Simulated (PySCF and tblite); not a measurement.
Results of a calculation; reference values are marked as such.
C3H8S, numbered as in [CH3:1][CH2:2][S:3][CH3:4].

Free energies: PBE0-D3(BJ)/def2-TZVP on PBE0-D3(BJ)/def2-SVP structures plus GFN2-xTB thermal terms, symmetry and mirror images included. Conformers within 4 kcal/mol (GFN2-xTB free energy) were kept, 5 at most. GIAO shieldings: PBE0/pcSseg-1. Shifts are against TMS (¹H), TMS (¹³C) at the same level. Programs: PySCF with density fitting and tblite.

Torsions listed: C1–C2–S3–C4. Of a mirror pair one member is shown.

```
conformer  shape   symmetry  E(GFN2) kcal/mol  E(DFT) kcal/mol
        1   -70°  C1 (pair)              0.00             0.00
        2   180°         Cs              0.81             0.09
```

Task: How much do the weights at 298.15 K and the averaged shift of C4 depend on how the conformers are weighted?

Result: 
```json
{"weighting": "DFT energy with thermal terms, symmetry and mirror images (full scheme)", "1 (%)": "65", "2 (%)": "35", "δ (ppm)": "18.9", "rms dipole (D)": "1.60"}
{"weighting": "DFT energy with symmetry and mirror images", "1 (%)": "70", "2 (%)": "30", "δ (ppm)": "18.8", "rms dipole (D)": "1.61"}
{"weighting": "bare DFT energy", "1 (%)": "54", "2 (%)": "46", "δ (ppm)": "19.3", "rms dipole (D)": "1.60"}
{"weighting": "GFN2-xTB energy with symmetry and mirror images", "1 (%)": "89", "2 (%)": "11", "δ (ppm)": "18.2", "rms dipole (D)": "1.61"}
{"weighting": "GFN2-xTB free energy", "1 (%)": "86", "2 (%)": "14", "δ (ppm)": "18.2", "rms dipole (D)": "1.61"}
{"weighting": "leading conformer alone", "1 (%)": "100", "2 (%)": "0", "δ (ppm)": "17.8", "rms dipole (D)": "1.61"}
{"weighting": "equal weights", "1 (%)": "50", "2 (%)": "50", "δ (ppm)": "19.4", "rms dipole (D)": "1.60"}
```

The largest departure from the full scheme, 1.1 ppm, comes with: leading conformer alone.
